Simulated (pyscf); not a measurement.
`[O]=[Ge]=[O]` + `[CH4]` -> `[CH3][Ge](=[O])[OH]` (addition across a multiple bond or ene-type step; singlet surface; C–H broken, C–Ge, H–O formed). Single points on ωB97X-D3(BJ)/def2-SVP structures (PySCF, gas phase). MP2 and CC: frozen core, UHF for open shells. ΔMP2 is the change of the MP2 total energy from the triple- to the quadruple-zeta basis. Rate constants from transition-state theory at the high-pressure limit, CCSD(T)/def2-TZVPP + ΔMP2(QZVPP) energies (ideal gas, 1 atm, RRHO with modes under 100 cm⁻¹ raised to 100, one conformer, R ln 2 for chiral ones without a mode under 150 cm⁻¹; no tunnelling), k in cm³ molecule⁻¹ s⁻¹.

```tsv
T (K)	1000/T	log10 k
298	3.354	-34.16
600	1.667	-22.62
900	1.111	-18.60
1200	0.833	?
```

Question: Fit an Arrhenius line to the three values, give the activation energy, and predict k at 1200 K.

Answer: Least squares gives log10 k = -10.99 − 6.91 × 1000/T, so Ea = 6.91 × ln 10 × 1.987 = 31.6 kcal/mol, against an electronic barrier of 32.2. At 1200 K the line gives -16.75; the computed value is -16.47 (ΔG‡ = 60.8 kcal/mol), a factor 1.9 over the line, since the plot is curved. On the product side the descent ends in a point that may be a rotor saddle (no frequency run), 4.4 kcal/mol over the lowest minimum found and 70.2 kcal/mol under the saddle at ωB97X-D3(BJ)/def2-TZVP. At ωB97X-D3(BJ)/def2-TZVP the barrier from the zero used here is 30.1 kcal/mol. This is the saddle that the search found; another between the same sides may lie lower. The CCSD(T) − MP2 part came from Ansatz, without density fitting, on the same reference. The frozen core leaves the outer d or s,p core shells of the metals and heavy elements correlated in the MP2 and CC values, and def2-TZVPP describes them poorly, which can shift differences by a few kcal/mol. Elements up to Kr have no core potential and no relativistic terms here.
